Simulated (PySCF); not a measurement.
Compound: C3H6OS.
Geometry (PBE0-D3(BJ)/def2-SVP, Å), atoms numbered from 1 in this order:
```xyz
11
C3H6OS angstrom
C     -0.5413   -1.2970   -0.6082
O     -1.0931    0.0009   -0.5730
C     -0.4649    1.0191    0.0159
C      0.8714    0.7411    0.6377
S     -1.1701    2.4892    0.0287
H     -1.2637   -1.9198   -1.1497
H     -0.4030   -1.7113    0.4032
H      0.4207   -1.3203   -1.1444
H      0.7914   -0.0280    1.4239
H      1.5872    0.3640   -0.1115
H      1.2655    1.6620    1.0773
```

Jobs on this species (11 atoms, 48 electrons) with PySCF (density fitting). Hardware of each: x86-64 server, one thread, no GPU, shared host. The host was shared with other jobs, so the times are rough.

**Question.** Rank these jobs by wall time, shortest first.
A. PBE0/pcSseg-0; shieldings, charges and field gradients; 61 basis functions
B. PBE0/cc-pVDZ; shieldings, charges and field gradients; 104 basis functions
C. PBE0/cc-pVTZ; shieldings, charges and field gradients; 238 basis functions
D. PBE0/aug-cc-pVDZ; shieldings, charges and field gradients; 173 basis functions

**Answer.** A (4.2 s), B (8.9 s), D (18 s), C (30 s).

All jobs:

```
                level and settings                                         work  basis functions  SCF cycles  wall time
                     PBE0/pcSseg-0      shieldings, charges and field gradients               61          14      4.2 s
                      PBE0/cc-pVDZ      shieldings, charges and field gradients              104          14      8.9 s
                  PBE0/aug-cc-pVDZ      shieldings, charges and field gradients              173          14       18 s
                     PBE0/IGLO-III      shieldings, charges and field gradients              244          15       28 s
                      PBE0/cc-pVTZ      shieldings, charges and field gradients              238          15       30 s
PBE0-D3(BJ)/def2-SVP, grid level 1  geometry optimisation from an MMFF94s start              104          64       31 s
```

**Question.** What do all jobs in the table cost together?

**Answer.** About 2.0 min; the longest takes about 26 % of that, and about 7.4 times as long as the shortest.
